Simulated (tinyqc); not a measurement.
Worked calculation: CCSD on RHF in the sto-3g basis, for OH-, spin multiplicity 1. The basis has no diffuse functions, so it cannot describe the extra electron: this is an exercise in the method, not the real anion. Computed by tinyqc, a small Python program that keeps every step (integrals from PySCF). Settings: charge = -1, multiplicity = 1, basis = sto-3g, method = RHF, energy threshold = 1e-10, iteration cap = 59, orthogonalisation = symmetric, start = atomic densities, DIIS depth = 6, amplitude equations = CCSD, DIIS depth for amplitudes = 6, cap on updates = 87. Command: `OMP_NUM_THREADS=1 python tinyqc.py 26785 26786 out.jsonl` (the two numbers bound the seeds that draw the settings). One thread of a shared host (Intel(R) Xeon(R) Processor @ 2.60GHz), about 0.3 s of CPU time with the checks. The early iterations of the SCF are left out here.

## One-electron integrals

Geometry (angstrom):
```
atom        x        y        z
O     0.00000  0.00000  0.00000
H     0.00000  0.00000  1.39900
```

Basis sto-3g: exponents (1/bohr^2) and contraction coefficients of normalised primitives:
```
element  l (shell)   exponent  coefficient
O            s (1)  130.70932      0.15433
O            s (1)   23.80886      0.53533
O            s (1)    6.44361      0.44463
O            s (2)    5.03315     -0.09997
O            s (2)    1.16960      0.39951
O            s (2)    0.38039      0.70012
O            p (3)    5.03315      0.15592
O            p (3)    1.16960      0.60768
O            p (3)    0.38039      0.39196
H            s (1)    3.42525      0.15433
H            s (1)    0.62391      0.53533
H            s (1)    0.16886      0.44463
```

Overlap, kinetic and nuclear-attraction integrals over the contracted functions; the nuclear repulsion is the sum of Za Zb / Rab.

nuclear repulsion = 3.0260312 hartree

overlap S, lower triangle:
```
          1O 1s    1O 2s   1O 2px   1O 2py   1O 2pz    2H 1s
1O 1s   1.00000
1O 2s   0.23670  1.00000
1O 2px  0.00000  0.00000  1.00000
1O 2py  0.00000  0.00000  0.00000  1.00000
1O 2pz  0.00000  0.00000  0.00000  0.00000  1.00000
2H 1s   0.01923  0.23754  0.00000  0.00000  0.23010  1.00000
```

kinetic energy T (hartree), lower triangle:
```
           1O 1s    1O 2s   1O 2px   1O 2py   1O 2pz    2H 1s
1O 1s   29.00320
1O 2s   -0.16801  0.80813
1O 2px   0.00000  0.00000  2.52873
1O 2py   0.00000  0.00000  0.00000  2.52873
1O 2pz   0.00000  0.00000  0.00000  0.00000  2.52873
2H 1s   -0.00612  0.00401  0.00000  0.00000  0.05969  0.76003
```

nuclear attraction V (hartree), lower triangle:
```
            1O 1s     1O 2s    1O 2px    1O 2py    1O 2pz     2H 1s
1O 1s   -60.99671
1O 2s    -7.27261  -9.42997
1O 2px    0.00000   0.00000  -9.34164
1O 2py    0.00000   0.00000   0.00000  -9.34164
1O 2pz   -0.00727  -0.09129   0.00000   0.00000  -9.38890
2H 1s    -0.60401  -1.58304   0.00000   0.00000  -1.32914  -4.23386
```

core Hamiltonian H = T + V (hartree), lower triangle:
```
            1O 1s     1O 2s    1O 2px    1O 2py    1O 2pz     2H 1s
1O 1s   -31.99351
1O 2s    -7.44062  -8.62184
1O 2px    0.00000   0.00000  -6.81291
1O 2py    0.00000   0.00000   0.00000  -6.81291
1O 2pz   -0.00727  -0.09129   0.00000   0.00000  -6.86017
2H 1s    -0.61013  -1.57903   0.00000   0.00000  -1.26945  -3.47383
```

## Two-electron integrals

Functions are numbered as in S; the eight-fold symmetry (ij|kl) = (ji|kl) = (kl|ij) leaves the list below.

Two-electron integrals (ij|kl) in chemists' order, unique and non-zero (hartree):
```
(11|11) 4.78507   (21|11) 0.74138   (21|21) 0.13687   (22|11) 1.11895
(22|21) 0.25663   (22|22) 0.81721   (31|31) 0.02448   (32|31) 0.03781
(32|32) 0.18052   (33|11) 1.11581   (33|21) 0.25668   (33|22) 0.81702
(33|33) 0.88016   (41|41) 0.02448   (42|41) 0.03781   (42|42) 0.18052
(43|43) 0.04744   (44|11) 1.11581   (44|21) 0.25668   (44|22) 0.81702
(44|33) 0.78527   (44|44) 0.88016   (51|51) 0.02448   (52|51) 0.03781
(52|52) 0.18052   (53|53) 0.04744   (54|54) 0.04744   (55|11) 1.11581
(55|21) 0.25668   (55|22) 0.81702   (55|33) 0.78527   (55|44) 0.78527
(55|55) 0.88016   (61|11) 0.06086   (61|21) 0.01115   (61|22) 0.02083
(61|33) 0.02079   (61|44) 0.02079   (61|51) 0.00048   (61|52) 0.00091
(61|55) 0.02090   (61|61) 0.00092   (62|11) 0.17802   (62|21) 0.04147
(62|22) 0.15025   (62|33) 0.14756   (62|44) 0.14756   (62|51) 0.00305
(62|52) 0.02546   (62|55) 0.15546   (62|61) 0.00345   (62|62) 0.03717
(63|31) 0.00395   (63|32) 0.02439   (63|53) 0.00501   (63|63) 0.00480
(64|41) 0.00395   (64|42) 0.02439   (64|54) 0.00501   (64|64) 0.00480
(65|11) 0.14185   (65|21) 0.03343   (65|22) 0.12948   (65|33) 0.12398
(65|44) 0.12398   (65|51) 0.00604   (65|52) 0.04444   (65|55) 0.14033
(65|61) 0.00287   (65|62) 0.03906   (65|65) 0.04544   (66|11) 0.37581
(66|21) 0.08890   (66|22) 0.37129   (66|33) 0.35899   (66|44) 0.35899
(66|51) 0.00692   (66|52) 0.08238   (66|55) 0.39555   (66|61) 0.00741
(66|62) 0.12698   (66|65) 0.15316   (66|66) 0.77461
```

## Orthogonalisation

S = U s U^T; symmetric (Loewdin) form X = U s^(-1/2) U^T, so that X^T S X = 1.

eigenvalues of S: 0.62778  0.84803  1.00000  1.00000  1.13461  1.38959

X, lower triangle:
```
           1O 1s     1O 2s   1O 2px   1O 2py    1O 2pz    2H 1s
1O 1s    1.02231
1O 2s   -0.12562   1.04619
1O 2px   0.00000   0.00000  1.00000
1O 2py   0.00000   0.00000  0.00000  1.00000
1O 2pz  -0.00275   0.02291  0.00000  0.00000   1.02162
2H 1s    0.01322  -0.13059  0.00000  0.00000  -0.12375  1.04503
```

## Iteration 7 (converged): orbitals

converged F (hartree), lower triangle:
```
            1O 1s     1O 2s   1O 2px   1O 2py    1O 2pz    2H 1s
1O 1s   -19.54373
1O 2s    -5.00309  -1.83381
1O 2px    0.00000   0.00000  0.15507
1O 2py    0.00000   0.00000  0.00000  0.15507
1O 2pz   -0.01247   0.02839  0.00000  0.00000   0.56385
2H 1s    -0.41596  -0.34771  0.00000  0.00000  -0.23020  0.13151
```

Diagonalise F' = X^T F X, C = X C', fill 5 alpha and 5 beta electrons from the bottom; D = 2 C_occ C_occ^T. Each column has its largest component positive (the first on a tie).

F' = X^T F X (hartree), lower triangle:
```
           1         2        3        4         5        6
1  -19.17942
2   -2.63422  -0.91380
3    0.00000   0.00000  0.15507
4    0.00000   0.00000  0.00000  0.15507
5   -0.03312   0.09618  0.00000  0.00000   0.65132
6   -0.01115  -0.23177  0.00000  0.00000  -0.35081  0.27875
```

orbital energies (hartree): MO1 -19.55184, MO2 -0.60063, MO3 0.09781, MO4 0.15507, MO5 0.15507, MO6 0.89152

coefficients C:
```
             MO1       MO2       MO3       MO4      MO5       MO6
1O 1s    0.99469  -0.25635   0.06115   0.00000  0.00000  -0.04715
1O 2s    0.02178   0.98797  -0.30702   0.00000  0.00000   0.23884
1O 2px   0.00000   0.00000   0.00000   0.99943  0.03384   0.00000
1O 2py   0.00000   0.00000   0.00000  -0.03384  0.99943   0.00000
1O 2pz   0.00122  -0.01632   0.45694   0.00000  0.00000   0.92222
2H 1s   -0.00300   0.13303   0.80519   0.00000  0.00000  -0.67720
```

D after iteration 7, lower triangle:
```
           1O 1s     1O 2s   1O 2px   1O 2py   1O 2pz    2H 1s
1O 1s    2.11772
1O 2s   -0.50074   2.14165
1O 2px   0.00000   0.00000  2.00000
1O 2py   0.00000   0.00000  0.00000  2.00000
1O 2pz   0.06668  -0.31277  0.00000  0.00000  0.41813
2H 1s    0.02429  -0.23168  0.00000  0.00000  0.73150  1.33206
```

Within a degenerate level the vectors are fixed only up to a rotation; this is one choice.

## Convergence

Stop when the energy changes by less than 1e-10 hartree and every element of the error matrix X^T (F D S - S D F) X is below 3e-06.

Course of the cycle:
```
iteration  E (hartree)     change  largest element of the error matrix
1          -78.8872010          -                             6.07e-01
2          -74.0212374   4.87e+00                             7.46e-02
3          -74.0249451  -3.71e-03                             2.77e-03
4          -74.0249509  -5.81e-06                             6.45e-04
5          -74.0249512  -3.04e-07                             2.77e-05
6          -74.0249512  -5.43e-10                             2.35e-07
7          -74.0249512  -4.26e-14                             1.08e-07
```

PySCF RHF in the same basis = -74.0249512 hartree

Converged in 7 iterations.

## Integrals over molecular orbitals

(pq|rs) = sum C_ip C_jq C_kr C_ls (ij|kl), one index at a time.

one-electron integrals over orbitals h = C^T H C (hartree), lower triangle:
```
           1         2         3         4         5         6
1  -31.97727
2    0.62205  -7.17759
3   -0.14269   0.58872  -4.52578
4    0.00000   0.00000   0.00000  -6.81291
5    0.00000   0.00000   0.00000   0.00000  -6.81291
6    0.11218  -0.54945  -1.60631   0.00000   0.00000  -5.80507
```

Two-electron integrals over orbitals (pq|rs), unique and non-zero (hartree):
```
(11|11) 4.74834    (21|11) -0.46084   (21|21) 0.07016    (22|11) 1.07935
(22|21) -0.02004   (22|22) 0.75937    (31|11) 0.10916    (31|21) -0.01684
(31|22) 0.00487    (31|31) 0.00978    (32|11) -0.15008   (32|21) 0.00466
(32|22) -0.07092   (32|31) 0.00834    (32|32) 0.09171    (33|11) 0.59436
(33|21) -0.00432   (33|22) 0.50688    (33|31) 0.00027    (33|32) 0.03726
(33|33) 0.60976    (41|41) 0.02592    (42|41) 0.03511    (42|42) 0.16488
(43|41) -0.00759   (43|42) -0.03186   (43|43) 0.02072    (44|11) 1.11536
(44|21) -0.01349   (44|22) 0.78419    (44|31) 0.00325    (44|32) -0.08386
(44|33) 0.48857    (44|44) 0.88016    (51|51) 0.02592    (52|51) 0.03511
(52|52) 0.16488    (53|51) -0.00759   (53|52) -0.03186   (53|53) 0.02072
(54|54) 0.04744    (55|11) 1.11536    (55|21) -0.01349   (55|22) 0.78419
(55|31) 0.00325    (55|32) -0.08386   (55|33) 0.48857    (55|44) 0.78527
(55|55) 0.88016    (61|11) -0.08488   (61|21) 0.01269    (61|22) -0.00383
(61|31) 0.00805    (61|32) 0.01872    (61|33) -0.00184   (61|44) -0.00248
(61|55) -0.00248   (61|61) 0.02376    (62|11) 0.10693    (62|21) -0.00376
(62|22) 0.05422    (62|31) 0.01513    (62|32) 0.06432    (62|33) 0.00545
(62|44) 0.06046    (62|55) 0.06046    (62|61) 0.02602    (62|62) 0.11778
(63|11) 0.31867    (63|21) -0.00485   (63|22) 0.18133    (63|31) -0.00170
(63|32) -0.08822   (63|33) -0.05018   (63|44) 0.19061    (63|55) 0.19061
(63|61) -0.00703   (63|62) 0.00790    (63|63) 0.18719    (64|41) 0.00574
(64|42) 0.02346    (64|43) 0.01679    (64|64) 0.03816    (65|51) 0.00574
(65|52) 0.02346    (65|53) 0.01679    (65|65) 0.03816    (66|11) 0.94785
(66|21) -0.01181   (66|22) 0.67975    (66|31) 0.00768    (66|32) -0.00948
(66|33) 0.57415    (66|44) 0.67453    (66|55) 0.67453    (66|61) 0.00712
(66|62) 0.06654    (66|63) 0.10000    (66|66) 0.70206
```

## CCSD: starting amplitudes

t_ij^ab = <ij||ab> / (e_i + e_j - e_a - e_b), whose energy is MP2.

Starting amplitudes (spin orbitals 1a, 1b, ...; amplitudes related by a flip of all spins are not repeated):
```
from      to         t
3a 3b  6a 6b  -0.11792
2a 2b  6a 6b  -0.03947
4a 4b  6a 6b  -0.02591
5a 5b  6a 6b  -0.02591
2a 3b  6a 6b  -0.00346
1a 2b  6a 6b  -0.00119
1a 1b  6a 6b  -0.00058
1a 3b  6a 6b   0.00033
```

correlation energy = -0.0288345 hartree

## CCSD: amplitude update 1

t_i^a D_i^a and t_ij^ab D_ij^ab are set to the remaining terms of the spin-orbital equations, evaluated with the old amplitudes; for the doubles these are <ij||ab> + 1/2 <ab||ef> t_ij^ef + 1/2 <mn||ij> t_mn^ab + P(ij)P(ab) <mb||ej> t_im^ae + terms in t^2 + terms with t1, D the orbital-energy denominators.

Amplitudes after update 1 (spin orbitals 1a, 1b, ...; amplitudes related by a flip of all spins are not repeated):
```
from      to         t
3a 3b  6a 6b  -0.15786
2a 2b  6a 6b  -0.04618
4a 4b  6a 6b  -0.03685
5a 5b  6a 6b  -0.03685
3a        6a   0.01861
2a        6a   0.00616
2a 3b  6a 6b  -0.00297
1a 2b  6a 6b  -0.00108
1a 1b  6a 6b  -0.00046
1a 3b  6a 6b   0.00022
1a        6a  3.99e-06
```

correlation energy = -0.0378486 hartree

## CCSD: convergence

E_corr = 1/4 sum <ij||ab> t_ij^ab + 1/2 sum <ij||ab> t_i^a t_j^b; stop when the norm of the change is below 1e-8.

Course of the amplitude iterations:
```
update  correlation energy (hartree)  norm of the change
0                         -0.0288345                   -
1                         -0.0378486            9.11e-02
2                         -0.0413223            4.10e-02
3                         -0.0442290            2.03e-02
4                         -0.0442526            2.58e-03
5                         -0.0442630            1.16e-03
6                         -0.0442598            1.41e-04
7                         -0.0442568            4.01e-05
8                         -0.0442573            5.94e-06
9                         -0.0442573            8.89e-07
10                        -0.0442573            3.53e-07
11                        -0.0442573            1.23e-08
12                        -0.0442573            2.82e-09
```

Converged amplitudes (spin orbitals 1a, 1b, ...; amplitudes related by a flip of all spins are not repeated):
```
from      to          t
3a 3b  6a 6b   -0.19226
4a 4b  6a 6b   -0.04937
5a 5b  6a 6b   -0.04937
2a 2b  6a 6b   -0.03981
3a        6a    0.03849
2a        6a    0.01243
2a 3b  6a 6b   -0.00365
1a 2b  6a 6b   -0.00091
1a 1b  6a 6b   -0.00039
1a 3b  6a 6b    0.00011
1a        6a  -3.66e-06
```

CCSD total energy = -74.0692086 hartree

T1 diagnostic, norm of the one-spin t1 over sqrt(correlated electrons) = 0.01279

Converged in 12 updates, with DIIS from the third.
